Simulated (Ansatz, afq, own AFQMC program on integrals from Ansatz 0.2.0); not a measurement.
# GeHO, quartet in cc-pVDZ, levels against CCSDT(Q)

```yaml
atoms:
  - { symbol: Ge, position_ang: [0.0000, -0.0375, 0.3220] }
  - { symbol: O, position_ang: [0.0000, 0.0862, -1.5290] }
  - { symbol: H, position_ang: [0.0000, 1.3375, 1.0643] }
```

Connectivity, by distances: GeH–O.

Basis cc-pVDZ. Noble-gas cores (and the filled d shells of Ga–Kr and In–Xe) are frozen. Integrals, coupled cluster, full CI and functionals: Ansatz 0.2.0; the random walks run on the same integrals in our own AFQMC program. ph-AFQMC/CISD is guided by a CISD state made of CCSD amplitudes; releasing the constraint for a short imaginary time cuts its bias at the price of noise, slowly where states lie close. Error bars are statistical, one sigma. No spin–orbit coupling.

Determinant: UHF, the one that the program's search chose, which needn't be the lowest solution. The geometry is a PBE0/def2-TZVP stationary point of this or a neighbouring charge and spin state.

No full CI on the walks' own integrals is used here; CCSDT(Q) serves as the reference and is uncertain by about the last step of the cluster series.

Cautions: no relativity below Rb; no spin-orbit coupling; inner d shell frozen; another spin lies lower.

```
T1 diagnostic                               : 0.0238
weight of the determinant in the CISD state : 0.901
⟨S²⟩ of the determinant                     : 3.769
size of the correlated space                : 11 electrons in 31 orbitals
```

| level | correlation energy (eV) |
| --- | --- |
| MP2 | -5.4257 |
| CCSD | -6.1504 |
| CCSD(T) | -6.2942 |

(1) Estimate where phaseless AFQMC with a CISD trial lies against CCSD(T) on the same integrals.

(1) 0.07 ± 0.24 kcal/mol below CCSD(T). The gap is under twice the noise, so this walk alone can't tell the two apart.

Reference: CCSDT(Q), correlation energy -6.340 eV. The released energy is read at 1.62 1/Eh, later times being too noisy (meV from the phaseless value at times in 1/Eh: -24 ± 14 at 0.24, -33 ± 13 at 0.51, -17 ± 18 at 0.99, -28 ± 15 at 1.62, -22 ± 26 at 2.40).

| level | E − E(reference) (kcal/mol) | share of correlation (%) |
| --- | --- | --- |
| CCSD(T) | 1.05 | 99.28 |
| CCSDT | 0.36 | 99.75 |
| ph-AFQMC/HF | 0.05 ± 1.22 | 99.96 |
| ph-AFQMC/CISD | 0.98 ± 0.24 | 99.33 |
| released AFQMC | 0.33 ± 0.35 | 99.77 |

A walk keeps the symmetry of its determinant, which the program's search chose and which needn't be the lowest solution, so a lower state of the same spin and another symmetry isn't excluded. Released energies are given only where the last usable release times agree within the noise; a slower fall can still hide under it.
